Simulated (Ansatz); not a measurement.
Process, species as SMILES: C=C=O → C(=O)=[CH] + H atom
B3LYP-D3(BJ)/def2-TZVP geometries, fixed; electronic energies without zero-point terms.

Energies in hartree at MP2 with Ansatz (a quantum-chemistry and plane-wave program); the bond dissociation energy is their sum with the coefficients shown, times 627.509 kcal/mol a hartree. All functions are spherical. Cores are frozen. Open shells are unrestricted. No added dispersion term, no relativity.

```json
[
 {"species": "C=C=O", "coefficient": "-1", "part": "Hartree-Fock", "cc-pVDZ": "-151.74029", "cc-pVTZ": "-151.78469", "cc-pVQZ": "-151.79577"},
 {"species": "C=C=O", "coefficient": "-1", "part": "correlation", "cc-pVDZ": "-0.43582", "cc-pVTZ": "-0.53884", "cc-pVQZ": "-0.57640"},
 {"species": "[CH]=C=O", "coefficient": "+1", "part": "Hartree-Fock", "cc-pVDZ": "-151.09750", "cc-pVTZ": "-151.14021", "cc-pVQZ": "-151.15105"},
 {"species": "[CH]=C=O", "coefficient": "+1", "part": "correlation", "cc-pVDZ": "-0.40407", "cc-pVTZ": "-0.50177", "cc-pVQZ": "-0.53756"},
 {"species": "H atom", "coefficient": "+1", "part": "Hartree-Fock", "cc-pVDZ": "-0.49928", "cc-pVTZ": "-0.49981", "cc-pVQZ": "-0.49995"}
]
```

Q: Predict the bond dissociation energy in cc-pV5Z (X = 5): let each Hartree-Fock step shrink by the ratio of the last two, and fit each correlation energy at X = 3 and 4 to E + A/X^3. Compare with the run.

A: 
- C=C=O: steps -0.04440 and -0.01108, ratio 0.250, so Hartree-Fock -151.79854 (run: -151.79834); A = (-0.53884 - (-0.57640))/(1/27 - 1/64) = 1.7542, correlation -0.57640 - A/64 + A/125 = -0.58978 (run: -0.59132).
- [CH]=C=O: steps -0.04271 and -0.01084, ratio 0.254, so Hartree-Fock -151.15380 (run: -151.15351); A = (-0.50177 - (-0.53756))/(1/27 - 1/64) = 1.6715, correlation -0.53756 - A/64 + A/125 = -0.55031 (run: -0.55186).
- H atom: steps -0.00053 and -0.00014, ratio 0.264, so Hartree-Fock -0.49999 (run: -0.49999).
Predicted 115.60 kcal/mol; the run in cc-pV5Z gives 115.65, a miss of -0.05. Keeping the value in cc-pVQZ, 115.22, would miss by -0.43. All sums are of the energies as printed.
